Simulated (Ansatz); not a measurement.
**CH₄SSi: how energies converge with the basis set**

The task here is to estimate one member of a computed series from the others.

Method: one geometry, several basis sets; program: Ansatz 0.2.0, Gaussian basis.

The runs, in order: PBE0-D4/def2-SVP; ωB97M-V/def2-SVP; PBE0-D4/def2-QZVPP; ωB97M-V/def2-QZVPP; the functionals' def2-TZVPP values are taken from earlier runs.

## Structure used throughout

An earlier PBE0-D4 in a triple-zeta def2 set relaxation fixed the geometry.

SMILES `C1[SiH2]S1`, 7 atoms, charge 0, spin multiplicity 1.

Atoms are counted from 1 here; the program's logs count them from 0.

Bond lengths: C1–Si2 1.839 Å, C1–S3 1.862 Å, C1–H4 1.086 Å, C1–H5 1.086 Å, Si2–S3 2.086 Å, Si2–H6 1.479 Å, Si2–H7 1.479 Å. Angles: Si2–C1–S3 68.6°, Si2–C1–H4 119.9°, Si2–C1–H5 119.9°, S3–C1–H4 113.2°, S3–C1–H5 113.2°, H4–C1–H5 113.6°, C1–Si2–S3 56.2°, C1–Si2–H6 119.3°, C1–Si2–H7 119.3°, S3–Si2–H6 118.8°, S3–Si2–H7 118.8°, H6–Si2–H7 113.2°, C1–S3–Si2 55.2°.

Set-up of the first run:

Contents of in.yaml:

```yaml
crystal:
  periodic: [false, false, false]
  atoms:
    - {symbol: C, position_ang: [-0.707742, -0.124068, -0.604372]}
    - {symbol: Si, position_ang: [0.728362, 0.212624, 0.494695]}
    - {symbol: S, position_ang: [-0.558011, -1.411894, 0.731939]}
    - {symbol: H, position_ang: [-0.544508, -0.521570, -1.601389]}
    - {symbol: H, position_ang: [-1.607156, 0.477986, -0.519051]}
    - {symbol: H, position_ang: [0.653011, 1.328728, 1.461743]}
    - {symbol: H, position_ang: [2.097246, -0.029706, -0.009266]}
basis:
  gaussian: {orbitals: def2-SVP}
hamiltonian: {xc: pbe0, dispersion: d4}
output: {orbitals: {seedname: orbitals}}
```

The run is started by

```
ansatz run in.yaml --threads 2 --pin off --events-out ev --progress --plain --max-ram 4352MiB
```

Among the steps run: PBE0-D4 in def2-SVP; ωB97M-V in def2-SVP; PBE0-D4 in def2-QZVPP; ωB97M-V in def2-QZVPP.

One of the session's tables, all rows but one given; the rest of the session is left out.

| functional | basis | HOMO (eV) | LUMO (eV) |
| --- | --- | --- | --- |
| PBE0-D4 | def2-SVP | ? | ? |
| PBE0-D4 | def2-TZVPP | -6.98 | -0.39 |
| PBE0-D4 | def2-QZVPP | -7.01 | -0.52 |
| ωB97M-V | def2-SVP | -9.04 | 1.88 |
| ωB97M-V | def2-TZVPP | -9.16 | 1.36 |
| ωB97M-V | def2-QZVPP | -9.19 | 1.01 |

**Question.** Estimate the row for PBE0-D4, def2-SVP.

The run gave: HOMO (eV): -6.90; LUMO (eV): -0.08. In the column «HOMO (eV)» it is the highest.
